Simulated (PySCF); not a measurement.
Geometries of 3 isomers of C3H3Cl, from PBE0-D3(BJ)/def2-SVP geometry optimisation, gas phase in PySCF. One conformer each, no zero-point energy, no frequencies.

**Question.** Which is lowest in electronic energy at this level?
A.
```xyz
7
angstrom
Cl     1.961    0.096   -1.260
C      0.724   -0.047    0.043
C     -0.644   -0.472   -0.289
C     -0.485    0.789    0.003
H      1.240   -0.327    0.970
H     -1.273   -1.297   -0.614
H     -0.884    1.795    0.104
```
B.
```xyz
7
angstrom
C      1.592   -0.224   -0.609
C      0.511   -0.120   -0.076
C     -0.781   -0.014    0.572
Cl    -1.749    1.366   -0.043
H      2.556   -0.318   -1.076
H     -0.662    0.133    1.655
H     -1.375   -0.924    0.409
```
C.
```xyz
7
angstrom
C     -1.366    0.007    0.041
C     -0.063   -0.069   -0.013
C      1.241   -0.149   -0.069
Cl     2.285    1.211    0.204
H     -1.960    0.243   -0.849
H     -1.907   -0.164    0.979
H      1.770   -1.079   -0.291
```

**Answer.** C. That is `C=C=CCl`, 5.5 kcal/mol below the next.

```tsv
SMILES	atoms numbered as above	E (Eh)	relative (kcal/mol)	relative (kJ/mol)	dipole (D)
C=C=CCl	[CH2:1]=[C:2]=[CH:3][Cl:4]	-575.72950	0.0	0.0	1.59
C#CCCl	[CH:1]#[C:2][CH2:3][Cl:4]	-575.72070	5.5	23.1	1.68
ClC1C=C1	[Cl:1][CH:2]1[CH:3]=[CH:4]1	-575.71212	10.9	45.6	2.52
```

As drawn, the lowest has cumulated double bonds, which the highest lacks; the highest has a three-membered ring, which the lowest lacks.
